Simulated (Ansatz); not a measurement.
Cartesian coordinates in Å:
```
C -1.4333 0.8679 0.1122
C -0.4163 0.0335 0.0596
N -0.0070 -1.3615 0.1693
C 0.8620 -0.4629 -0.0747
O 2.1401 -0.3196 -0.2880
H -2.4336 0.5065 0.3097
H -1.2763 1.9263 -0.0425
H 2.5645 -1.1902 -0.2456
```

Total charge 0; spin multiplicity 1.

List the B3LYP/def2-TZVPP orbital energies in eV (Ansatz). (Best estimate.)

Computed: Occupied: -523.19, -390.40, -280.54, -278.61, -276.51, -31.14, -28.03, -20.35, -18.44, -15.90, -13.72, -13.36, -13.21, -11.86, -10.53, -10.33, -8.26, -6.49. Lowest empty: -0.65, -0.16, 1.47, 1.92, 2.54, 3.08, 3.54, 4.79.

B3LYP here is the variant with VWN-RPA as its local correlation; programs differ in this.
